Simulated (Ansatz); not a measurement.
For hcp Pb (model structure), LDA in Ansatz (PAW) gives:

```
Item                  Result
-------------------  -------
lattice parameter a  3.421 Å
lattice parameter c  5.713 Å
```

Task: What does r²SCAN (plane waves, PAW; Ansatz, a program for electronic structure) give for the same quantities?

Result: 
- lattice constant a: 3.496 Å (increases by 2.2 %)
- lattice parameter c: 5.865 Å (grows by 2.7 %)

Changes are worked out from the printed values.

Unless a cell is named, each level is at its own relaxed cell (LDA 28.96, r²SCAN 31.04 Å³/atom).

Levels without +SOC leave out spin–orbit coupling, which shifts energies and cells of such heavy elements.

Ansatz's density-functional and Hartree–Fock values are scalar-relativistic unless marked +SOC, with PAW data made under PBE.

A model structure was made by putting elements into a prototype or built by hand; it is no filed structure, need not be a known phase, and can be a saddle point held by its symmetry.
